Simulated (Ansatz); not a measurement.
# H₅NOSi (SMILES N[SiH2]O): functionals against CCSD(T) at one geometry

The task here is to estimate one member of a computed series from the others.

Program: Ansatz 0.2.0, Gaussian basis. Level of theory: single points in def2-TZVPP. These are calculated values, not measurements.

Cores are frozen in the correlated methods.

### Where the work starts

SMILES `N[SiH2]O`, 8 atoms, charge 0, spin multiplicity 1.

Atoms are counted from 1 here; the program's logs count them from 0.

Bond lengths: N1–Si2 1.769 Å, N1–H4 0.926 Å, N1–H5 1.027 Å, Si2–O3 1.526 Å, Si2–H6 1.530 Å, Si2–H7 1.488 Å, O3–H8 1.011 Å. Angles: Si2–N1–H4 113.5°, Si2–N1–H5 114.7°, H4–N1–H5 106.5°, N1–Si2–O3 111.4°, N1–Si2–H6 100.2°, N1–Si2–H7 102.3°, O3–Si2–H6 112.6°, O3–Si2–H7 113.4°, H6–Si2–H7 115.5°, Si2–O3–H8 121.7°.

Geometry (Å):

```
N    -0.8304    0.7350   -0.7708
Si    0.4845    0.0243    0.1746
O     0.1182   -1.3683    0.6805
H    -1.0522    0.2422   -1.5229
H    -1.7035    0.8810   -0.2494
H     0.5933    1.0510    1.3042
H     1.6101    0.0215   -0.7980
H     0.7367   -1.8949    1.2824
```

The first run:

Contents of run/in.yaml:

```yaml
crystal:
  periodic: [false, false, false]
  atoms:
    - {symbol: N, position_ang: [-0.830400, 0.735000, -0.770800]}
    - {symbol: Si, position_ang: [0.484500, 0.024300, 0.174600]}
    - {symbol: O, position_ang: [0.118200, -1.368300, 0.680500]}
    - {symbol: H, position_ang: [-1.052200, 0.242200, -1.522900]}
    - {symbol: H, position_ang: [-1.703500, 0.881000, -0.249400]}
    - {symbol: H, position_ang: [0.593300, 1.051000, 1.304200]}
    - {symbol: H, position_ang: [1.610100, 0.021500, -0.798000]}
    - {symbol: H, position_ang: [0.736700, -1.894900, 1.282400]}
basis:
  gaussian: {orbitals: def2-TZVPP}
correlation: {method: ccsd_t}
output: {forces: true}
```

The command line of these runs was not kept.

Steps of the session up to this table: CCSD(T)/def2-TZVPP; PBE0-D4/def2-TZVPP; wB97M-V/def2-TZVPP; r2SCAN-D4/def2-TZVPP; PBE-D4/def2-TZVPP; r2SCAN0-D4/def2-TZVPP; BHLYP-D4/def2-TZVPP.

One table of the session follows, with a row left open; its other results are not shown here.

```
    method  RMS force component (eV/Å)  angle to CCSD(T) forces (°)  dipole (D)
   CCSD(T)                       2.537                    reference        2.14
   PBE0-D4                       2.487                          2.0        2.10
   wB97M-V                           ?                            ?           ?
 r2SCAN-D4                       2.469                          1.7        2.10
    PBE-D4                       2.513                          4.6        2.01
r2SCAN0-D4                       2.464                          3.8        2.15
  BHLYP-D4                       2.472                          5.5        2.19
```

**Question.** Estimate the row for wB97M-V.

As computed: RMS force component (eV/Å): 2.511; angle to CCSD(T) forces (°): 1.0; dipole (D): 2.17. In the column «RMS force component (eV/Å)» it lies between PBE0-D4 (2.487) and PBE-D4 (2.513).
